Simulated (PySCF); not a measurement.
acetic acid cation (C2H4O2), SMILES CC(=O)O (connectivity only; charge and spin as stated), charge +1, multiplicity 2.

The structure is a stationary point at PBE0-D3(BJ)/def2-SVP. The multiplicity is an assumed one; other spin states were not compared. Other conformers were not sampled.

These are PySCF with PBE0-D3(BJ)/def2-SVP values and carry that method's errors.

No scaling factor is applied to the harmonic values.

Computed harmonic wavenumbers and intensities:
```tsv
mode	ν (cm⁻¹)	IR (km/mol)	moving atoms (share of kinetic energy)
1	118	1.4	H 92 %
2	364	0.3	O 51 %, C 27 %, H 22 %
3	476	27.6	O 52 %, C 27 %, H 22 %
4	551	26.0	H 57 %, C 39 %
5	677	140.6	H 72 %, O 16 %, C 11 %
6	902	5.7	C 53 %, O 28 %, H 19 %
7	969	17.1	H 68 %, C 22 %, O 11 %
8	982	32.4	C 49 %, H 49 %
9	1191	118.1	H 63 %, O 36 %
10	1264	43.2	H 72 %, C 23 %
11	1351	31.4	H 83 %, C 15 %
12	1407	27.6	H 96 %
13	1451	50.3	C 45 %, H 34 %, O 21 %
14	1642	177.5	C 68 %, O 26 %
15	3033	95.8	H 97 %
16	3141	55.7	H 91 %, C 9 %
17	3186	33.9	H 90 %, C 10 %
18	3689	356.9	H 94 %
```
